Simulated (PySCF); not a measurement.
F: ionisation energy

F [He] 2s2 2p5 (2P) → F⁺ [He] 2s2 2p4 (3P), as a difference of total energies. Computed with PySCF 2.14 in jorge-DZP-DKH, with the spin-free X2C one-electron Hamiltonian (Gaussian nucleus). Correlated levels: valence: 1s2 frozen. The calculations carry no spin-orbit coupling.

Order these methods by the ionisation energy they give, lowest first.
A. r2SCAN
B. MN15
C. UHF
D. CCSD(T) (valence)

C (15.684 eV), D (16.795 eV), A (17.497 eV), B (17.532 eV).

Errors of the correlated levels include the incompleteness of this basis and the frozen core.

For comparison: 17.427 eV (measured; NIST levels, between the centres of gravity of the two terms).
